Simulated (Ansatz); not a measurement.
Born–Oppenheimer molecular dynamics of H4O2Si (7 atoms, charge 0, multiplicity 1). It goes on from the last frame of an earlier run, with new velocities.

Computed with RKS PBE0-D4/def2-SVP in Ansatz.

```yaml
ensemble: NVE (velocity Verlet)
time_step: 0.5 fs
steps_asked: 150
starting_velocities_drawn_for: 200 K
masses: H 2.014 u
seed: 496460
```

First frame:

```xyz
7
Properties=species:S:1:pos:R:3
Si -0.064 -0.101 0.215
H -0.133 -0.183 1.713
O 1.469 -0.070 -0.403
H 1.791 -0.917 -0.793
O -0.882 1.183 -0.355
H -0.850 1.278 -1.349
H -0.782 -1.308 -0.533
```

Task: How far do the bonds stretch over the last three quarters of this one trajectory? (Pairs bonded in most of those frames.)

Result: 
```tsv
bond	mean (Å)	spread (Å)	shortest	longest
Si1–H2	1.483	0.016	1.46	1.51
Si1–O3	1.671	0.021	1.63	1.70
Si1–O5	1.660	0.013	1.64	1.69
Si1–H7	1.513	0.065	1.42	1.60
O3–H4	0.963	0.017	0.94	0.99
O5–H6	0.965	0.026	0.92	1.00
```

Mean temperature of the second half: 324 K. The conserved energy stayed within 0.17 meV per atom of its start (net change -0.025 meV per atom), so the integration is sound. The kinetic energy rose, since the run started high on the potential surface and went downhill. A run of 0.075 ps of so small a system gives no equilibrium averages.

The run took 3.5 min on 1 thread of Arm Neoverse V2, on a shared host, peak memory 0.11 GiB.
